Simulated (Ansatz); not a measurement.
# BSiP+ (quartet): the correlation ladder, def2-TZVPP

The task here is to estimate one member of a computed series from the others.

Computed with Ansatz 0.2.0, Gaussian basis. Level: def2-TZVPP, core rule «outside noble gas», up to 11 orbitals frozen.

The runs, in order: UHF; ROHF; CCSD(T) on UHF.

2 further runs of the same task are left out: 2 set aside as unsound or not needed.

## The geometry

The geometry is a PBE0/def2-TZVP stationary point (not a proven minimum) of the parent state, kept for this charge and spin.

3 atoms, charge 1, spin multiplicity 4.

Atoms are counted from 1 here; the program's logs count them from 0.

Bond lengths: B1–P2 1.813 Å, B1–Si3 2.032 Å, P2–Si3 2.135 Å. Angles: P2–B1–Si3 67.2°, B1–P2–Si3 61.3°, B1–Si3–P2 51.5°.

Set-up of the first run:

in.yaml reads:

```yaml
crystal:
  periodic: [false, false, false]
  atoms:
    - {symbol: B, position_ang: [0.000000, -1.336957, 0.188448]}
    - {symbol: P, position_ang: [0.000000, 0.294228, 0.979363]}
    - {symbol: Si, position_ang: [0.000000, 0.190151, -1.152618]}
basis:
  gaussian: {orbitals: def2-TZVPP}
total_charge: 1
magnetization: {spin_polarized: true, initial_magnetization: 3}
hamiltonian: {xc: hf}
output: {orbitals: {seedname: orbitals}}
```

Started as:

```sh
> ansatz run in.yaml --threads 1 --pin off --events-out ev --progress --plain --max-ram 4096MiB --backend cpu
```

Among the steps run: UHF; ROHF; CCSD(T) on UHF.

One table of the session follows, with a row left open; its other results are not shown here.

It belongs to the step «Misses and costs». 

```
  method  from UCCSD(T) (kcal/mol)
    ROHF                   +202.37
     UHF                   +195.47
    UMP2                    +29.88
   UCCSD                         ?
UCCSD(T)                         0
```

Q: Estimate the row for UCCSD from the others.

The run gave: from UCCSD(T) (kcal/mol): +13.98. In the column «from UCCSD(T) (kcal/mol)» it lies between UCCSD(T) (0) and UMP2 (+29.88).
